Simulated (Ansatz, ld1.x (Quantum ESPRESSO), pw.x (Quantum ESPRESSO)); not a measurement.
What a changed setting does to a pw.x run (sc Hf)

Potential: PAW, ld1.x (Quantum ESPRESSO) 7.5, LDA (PW92); core [Kr] 4d10 4f14, reference 5s2 5p6 5d2 6s2 6p0; waves: 5s (bound): rcut 1.95, rcutus 2.30 bohr; 6s (bound): rcut 1.95, rcutus 2.30 bohr; 5p (bound): rcut 1.75, rcutus 1.90 bohr; 6p (bound, empty): rcut 1.75, rcutus 1.90 bohr; 5d (bound): rcut 1.75, rcutus 2.05 bohr; 5d channel at 3.1 Ry: rcut 1.75, rcutus 2.05 bohr; local part: all-electron potential smoothed inside 2.52 bohr (lloc = -2); core correction: none; augmentation: PSQ, inside the norm-conserving radii.

The reference run (k-mesh 12³, cutoffs 50/400 Ry, Fermi–Dirac 0.01 Ry, mixing_beta 0.4, conv_thr 1e-9, no spin) gives -1.59 GPa at 22.782 Å³/atom, where all-electron LAPW gives -0.47 GPa. This run, with its own iteration cap, changes nbnd to 1, a wrong or extreme entry chosen on purpose.

```
&control
  calculation='scf', prefix='x', pseudo_dir='./', outdir='./tmp', tstress=.true., disk_io='none'
/
&system
  ibrav=0, nat=1, ntyp=1, ecutwfc=50, ecutrho=400, nbnd=1,
  occupations='smearing', smearing='fd', degauss=0.01
/
&electrons
  conv_thr=1e-09, mixing_beta=0.4, electron_maxstep=70
/
ATOMIC_SPECIES
Hf 1.0 Hf.UPF
CELL_PARAMETERS angstrom
  2.83485347 0.00000000 0.00000000
  0.00000000 2.83485347 0.00000000
  0.00000000 0.00000000 2.83485347
ATOMIC_POSITIONS crystal
Hf 0.0000 0.0000 0.0000
K_POINTS automatic
12 12 12 0 0 0
```

```bash
pw.x < Hf.scf.in > Hf.scf.out
```

Q: How does the run end?

A: It stops with "setup: too few bands". There must be at least as many bands as half the electrons, and more with smearing.

```
Error in routine setup (1):
     too few bands
```

The run took about 0.1 s on one core of a shared host (Neoverse-V1, 32 threads, 247 GiB, load 20).
